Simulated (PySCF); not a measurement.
## MgSi: from constants to spectrum

BLYP constants of MgSi, ³Σ⁻ (triplet), unpaired electrons π ↑↑ (PySCF, no relativity, basis sets Mg pcseg-1, Si pcseg-1; masses 23.9850 and 27.9769 u):

* ωe: 266.1 cm⁻¹
* ωexe: 2.57 cm⁻¹
* Be: 0.18907 cm⁻¹
* αe: 0.00211 cm⁻¹
* De to Mg + Si: 0.81 eV

Task: What force constant and bond length do these constants imply?

Result: Reduced mass μred = 12.914 u; k = 5.8918×10⁻⁷·μred·ωe² (u, cm⁻¹, mdyn/Å) = 0.539 mdyn/Å; Re = √(16.8576/(μred·Be)) (u, cm⁻¹, Å) = 2.628 Å.

Task: Estimate the centrifugal constant D from the Kratzer relation and find the Dunham coefficient a1.

Result: D = 4Be³/ωe² = 3.82e-07 cm⁻¹; a1 = −1 − αeωe/(6Be²) = -3.62.

The state was picked by a PBE0 search and need not be the measured ground state.
